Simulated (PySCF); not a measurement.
# Telling settings apart by their effects on BHandHLYP/pcSseg-2 results

PySCF (NMR shieldings with GIAOs, density fitting), isolated neutral molecules in closed-shell states, PBE0-D3(BJ)/def2-SVP geometries kept fixed through all settings. Starting from BHandHLYP/pcSseg-2, one thing was changed at a time: the functional to B3LYP, the functional to CAM-B3LYP, the functional to LC-wPBE.

Changes against BHandHLYP/pcSseg-2 in 4 molecules:

| molecule | changed to | mean 1H shielding (ppm) | HOMO energy (eV) | mean 13C shielding (ppm) |
| --- | --- | --- | --- | --- |
| FC1C[SiH2]C1 | B3LYP | -0.15 | +1.42 | -7.5 |
| FC1C[SiH2]C1 | CAM-B3LYP | -0.18 | -0.19 | -3.4 |
| FC1C[SiH2]C1 | LC-wPBE | -0.16 | -1.56 | +4.1 |
| CCC(N)=O | B3LYP | -0.06 | +1.84 | -4.2 |
| CCC(N)=O | CAM-B3LYP | -0.11 | +0.11 | -2.0 |
| CCC(N)=O | LC-wPBE | -0.08 | -1.19 | +3.0 |
| C/C([SiH3])=C\F | B3LYP | -0.12 | +1.26 | -5.1 |
| C/C([SiH3])=C\F | CAM-B3LYP | -0.15 | -0.28 | -3.0 |
| C/C([SiH3])=C\F | LC-wPBE | -0.12 | -1.62 | +1.7 |
| CN(C)C=O | B3LYP | -0.11 | +1.40 | -4.0 |
| CN(C)C=O | CAM-B3LYP | -0.15 | -0.14 | -2.0 |
| CN(C)C=O | LC-wPBE | -0.09 | -1.43 | +2.4 |

For `C/C([SiH3])=C/F` the BHandHLYP/pcSseg-2 run gave mean 1H shielding 27.95 ppm, HOMO energy -8.41 eV, mean 13C shielding 82.7 ppm. The changed runs lost their labels:

| run | mean 1H shielding (ppm) | HOMO energy (eV) | mean 13C shielding (ppm) |
| --- | --- | --- | --- |
| A | 27.80 | -8.69 | 79.6 |
| B | 27.83 | -10.03 | 84.4 |
| C | 27.83 | -7.15 | 77.7 |

Task: Which run belongs to which change?

Result: A: CAM-B3LYP; B: LC-wPBE; C: B3LYP.

```json
{"run": "A", "change of mean 1H shielding (ppm), here / mean of the others": "-0.15 / -0.15", "change of HOMO energy (eV), here / mean of the others": "-0.28 / -0.12", "change of mean 13C shielding (ppm), here / mean of the others": "-3.1 / -2.6", "next best match": "LC-wPBE"}
{"run": "B", "change of mean 1H shielding (ppm), here / mean of the others": "-0.12 / -0.11", "change of HOMO energy (eV), here / mean of the others": "-1.62 / -1.45", "change of mean 13C shielding (ppm), here / mean of the others": "+1.7 / +2.8", "next best match": "CAM-B3LYP"}
{"run": "C", "change of mean 1H shielding (ppm), here / mean of the others": "-0.12 / -0.11", "change of HOMO energy (eV), here / mean of the others": "+1.26 / +1.48", "change of mean 13C shielding (ppm), here / mean of the others": "-5.0 / -5.2", "next best match": "CAM-B3LYP"}
```

Each run is given to the change whose mean effect on the other molecules lies nearest, every quantity measured in units of its scatter between molecules.

Task: Would one quantity have been enough? Give each run to the change with the nearest mean effect on that quantity alone.

Result: HOMO energy: 3 of 3 runs rightly; mean 13C shielding: 3 of 3 runs rightly; mean 1H shielding: 2 of 3 runs rightly.

Only sets that this rule tells apart clearly are shown.
